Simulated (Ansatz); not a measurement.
Rock-salt MgS, treated with r²SCAN (Ansatz, a quantum-chemistry and plane-wave program, PAW).

Settings: plane-wave cutoff 600 eV, 14×14×14 k mesh, finite displacements, scalar-relativistic PAW data made under PBE.

The cell has the measured lattice: a = 5.2033 Å, b = 5.2033 Å, c = 5.2033 Å, α = 90.00°, β = 90.00°, γ = 90.00°.

Question: Estimate the electronic dielectric constant ε∞, dielectric constant ε0 (ions relaxed), LO(Γ) frequency, Born effective charge (magnitude) and TO(Γ) frequency that the calculation returns.

Answer: 
- electronic dielectric constant ε∞ = 4.90
- dielectric constant ε0 (ions relaxed) = 14.5
- LO(Γ) frequency = 407 cm⁻¹
- Born effective charge (magnitude) = 2.31 e
- TO(Γ) frequency = 237 cm⁻¹

Measured, for comparison: zone-centre TO phonon frequency 240 cm⁻¹ (temperature not stated, no zero-point or thermal correction; as tabulated in Chmeruk and Núñez-Valdez (2023), arXiv:2212.11645). Computed (rounded) less measured: zone-centre TO phonon frequency -1 %.

Note: the cell isn't this level's own, so it is under some stress, which shifts stiffness and frequencies.

The result took around 10 core-minutes (rough).
